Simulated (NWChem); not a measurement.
System: nitrous oxide (N$_{2}$O); SMILES [N+](#N)[O-]

Here is an NWChem input.

```
start job
memory heap 200 mb stack 900 mb global 1100 mb
geometry units angstroms noautoz
  N     -1.192948    -0.021637     0.019089
  N     -0.067276    -0.001222     0.001077
  O      1.105420     0.020051    -0.017689
end
basis spherical
  * library def2-tzvpd
end
dft
  xc becke88 lyp
  iterations 150
  mulliken
end
task dft energy
```

Excerpt of the output:

```
             Northwest Computational Chemistry Package (NWChem) 7.3.0
             --------------------------------------------------------

 ORDER OF PRIMARY AXIS IS BEING SET TO 4
 C4V symmetry detected

                             Geometry "geometry" -> ""
                             -------------------------

 Output coordinates in angstroms (scale by  1.889725989 to convert to a.u.)

  No.       Tag          Charge          X              Y              Z
 ---- ---------------- ---------- -------------- -------------- --------------
    1 N                    7.0000     0.00000000     0.00000000    -1.19428773
    2 N                    7.0000     0.00000000     0.00000000    -0.06828655
    3 O                    8.0000     0.00000000     0.00000000     1.10475250

 Effective nuclear repulsion energy (a.u.)      61.1803328611

      Symmetry information
      --------------------

 Group name             C4v
 Group number             18
 Group order               8
 No. of unique centers     3

                                 NWChem DFT Module
                                 -----------------

 Summary of "ao basis" -> "ao basis" (spherical)
 ------------------------------------------------------------------------------
       Tag                 Description            Shells   Functions and Types
 ---------------- ------------------------------  ------  ---------------------
 N                         def2-tzvpd               13       37   6s3p3d1f
 O                         def2-tzvpd               14       40   6s4p3d1f

      Symmetry analysis of basis
      --------------------------

        a1         40
        a2          0
        b1         12
        b2         12
        e          50

            General Information
            -------------------
          SCF calculation type: DFT
          Wavefunction type:  closed shell.
          No. of atoms     :     3
          No. of electrons :    22
           Alpha electrons :    11
            Beta electrons :    11
          Charge           :     0
          Spin multiplicity:     1
          Use of symmetry is: on ; symmetry adaption is: on
          Maximum number of iterations: 150
          AO basis - number of functions:   114
                     number of shells:    40
          Convergence on energy requested:  1.00D-06
          Convergence on density requested:  1.00D-05
          Convergence on gradient requested:  5.00D-04

              XC Information
              --------------
                    Becke 1988 Exchange Functional  1.000
              Lee-Yang-Parr Correlation Functional  1.000

             Grid Information
             ----------------
          Grid used for XC integration:  medium
          Radial quadrature: Mura-Knowles
          Angular quadrature: Lebedev.
          Tag              B.-S. Rad. Rad. Pts. Rad. Cut. Ang. Pts.
          ---              ---------- --------- --------- ---------
          N                   0.65       49          10.0       434
          O                   0.60       49          10.0       434
          Grid pruning is: on
          Number of quadrature shells:   147
          Spatial weights used:  Erf1

      Superposition of Atomic Density Guess
      -------------------------------------

 Sum of atomic energies:        -183.40754204

      Non-variational initial energy
      ------------------------------

 Total energy =    -184.574118
 1-e energy   =    -371.738096
 2-e energy   =     125.983645
 HOMO         =      -0.370912
 LUMO         =       0.067393

      Symmetry analysis of molecular orbitals - initial
      -------------------------------------------------

 !! scf_movecs_sym_adapt:   24 vectors were symmetry contaminated

  Symmetry fudging

 !! scf_movecs_sym_adapt:   24 vectors were symmetry contaminated

  Numbering of irreducible representations:

     1 a1          2 a2          3 b1          4 b2          5 e

  Orbital symmetries:

     1 a1          2 a1          3 a1          4 a1          5 a1
     6 a1          7 e           8 e           9 a1         10 e
    11 e          12 e          13 e          14 a1         15 a1
    16 e          17 e          18 a1         19 a1         20 a1
    21 e

     ---------------------------------------------
      Total Density - Mulliken Population Analysis
     ---------------------------------------------

    Atom       Charge   Shell Charges
 -----------   ------   -------------------------------------------------------
    1 N    7     7.35   0.82  1.15  0.63  0.86  0.48  0.02  1.38  1.46  0.50  0.01  0.04 -0.00  0.00
    2 N    7     6.00   0.82  1.16  0.56  0.56  0.04 -0.02  1.20  1.29  0.18  0.02  0.10  0.06  0.02
    3 O    8     8.64   0.79  1.18  0.60  0.98  0.35  0.00  1.87  2.01  0.77  0.02  0.00  0.03  0.02  0.00

   convergence    iter        energy       DeltaE   RMS-Dens  Diis-err
 ---------------- ----- ----------------- --------- --------- ---------
 d= 0,ls=0.0,diis     1   -184.6069432836 -2.46D+02  1.20D-02  1.69D+00
 d= 0,ls=0.0,diis     2   -184.2676543989  3.39D-01  7.46D-03  5.63D+00
 d= 0,ls=0.0,diis     3   -184.7226524487 -4.55D-01  1.78D-03  1.87D-01
 d= 0,ls=0.0,diis     4   -184.7296344157 -6.98D-03  1.56D-03  8.31D-02
 d= 0,ls=0.0,diis     5   -184.7281852388  1.45D-03  1.06D-03  8.66D-02
  Resetting Diis
 d= 0,ls=0.0,diis     6   -184.7371464959 -8.96D-03  7.89D-05  9.48D-05
 d= 0,ls=0.0,diis     7   -184.7371557327 -9.24D-06  4.99D-05  6.54D-06
 d= 0,ls=0.0,diis     8   -184.7371417577  1.40D-05  3.65D-05  1.46D-04
 d= 0,ls=0.0,diis     9   -184.7371564329 -1.47D-05  2.14D-06  1.71D-07
 d= 0,ls=0.0,diis    10   -184.7371564494 -1.66D-08  3.81D-07  1.67D-08

         Total DFT energy =     -184.737156449428
      One electron energy =     -371.916401416991
           Coulomb energy =      148.305646832635
    Exchange-Corr. energy =      -22.306734726212
 Nuclear repulsion energy =       61.180332861141

 Numeric. integr. density =       21.999999687437

                  Occupations of the irreducible representations
                  ----------------------------------------------

                     irrep           alpha         beta
                     --------     --------     --------
                     a1                7.0          7.0
                     a2                0.0          0.0
                     b1                0.0          0.0
                     b2                0.0          0.0
                     e                 4.0          4.0

                       DFT Final Molecular Orbital Analysis
                       ------------------------------------

 Vector    9  Occ=2.000000D+00  E=-4.167420D-01  Symmetry=a1
              MO Center= -3.0D-15,  3.7D-15, -1.3D+00, r^2= 1.0D+00
   Bfn.  Coefficient  Atom+Function         Bfn.  Coefficient  Atom+Function
  ----- ------------  ---------------      ----- ------------  ---------------
     4      0.434470  1 N  s                  5      0.401526  1 N  s
     9     -0.323868  1 N  pz                 3      0.239608  1 N  s
    42     -0.196676  2 N  s                 12     -0.181826  1 N  pz
    46      0.178133  2 N  pz                41     -0.171304  2 N  s
     2     -0.157520  1 N  s                 49      0.136610  2 N  pz

 Vector   10  Occ=2.000000D+00  E=-3.039120D-01  Symmetry=e
              MO Center=  4.2D-15, -1.3D-15,  1.3D-01, r^2= 1.8D+00
   Bfn.  Coefficient  Atom+Function         Bfn.  Coefficient  Atom+Function
  ----- ------------  ---------------      ----- ------------  ---------------
    81      0.377513  3 O  px                84      0.303092  3 O  px
     7     -0.300612  1 N  px                10     -0.239579  1 N  px
    87      0.212026  3 O  px                13     -0.141689  1 N  px
    44     -0.089045  2 N  px                82     -0.080400  3 O  py
    47     -0.067507  2 N  px                85     -0.064551  3 O  py

 Vector   11  Occ=2.000000D+00  E=-3.039120D-01  Symmetry=e
              MO Center=  5.9D-16,  2.8D-15,  1.3D-01, r^2= 1.8D+00
   Bfn.  Coefficient  Atom+Function         Bfn.  Coefficient  Atom+Function
  ----- ------------  ---------------      ----- ------------  ---------------
    82      0.377513  3 O  py                85      0.303092  3 O  py
     8     -0.300612  1 N  py                11     -0.239579  1 N  py
    88      0.212026  3 O  py                14     -0.141689  1 N  py
    45     -0.089045  2 N  py                81      0.080400  3 O  px
    48     -0.067507  2 N  py                84      0.064551  3 O  px

 Vector   12  Occ=0.000000D+00  E=-5.164485D-02  Symmetry=e
              MO Center= -1.1D-15,  1.8D-15, -3.6D-01, r^2= 1.9D+00
   Bfn.  Coefficient  Atom+Function         Bfn.  Coefficient  Atom+Function
  ----- ------------  ---------------      ----- ------------  ---------------
    45      0.363878  2 N  py                48      0.344491  2 N  py
    88     -0.309553  3 O  py                 8     -0.306114  1 N  py
    11     -0.278630  1 N  py                51      0.257797  2 N  py
    82     -0.223103  3 O  py                85     -0.181976  3 O  py
    14     -0.176275  1 N  py                64      0.156774  2 N  d -1

 Vector   13  Occ=0.000000D+00  E=-5.164485D-02  Symmetry=e
              MO Center=  1.1D-14,  4.7D-15, -3.6D-01, r^2= 1.9D+00
   Bfn.  Coefficient  Atom+Function         Bfn.  Coefficient  Atom+Function
  ----- ------------  ---------------      ----- ------------  ---------------
    44      0.363878  2 N  px                47      0.344491  2 N  px
    87     -0.309553  3 O  px                 7     -0.306114  1 N  px
    10     -0.278630  1 N  px                50      0.257797  2 N  px
    81     -0.223103  3 O  px                84     -0.181976  3 O  px
    13     -0.176275  1 N  px                66     -0.156774  2 N  d  1

[...]
```

Level: BLYP/def2-TZVPD. Geometry: optimised at PBE0/def2-SVP.
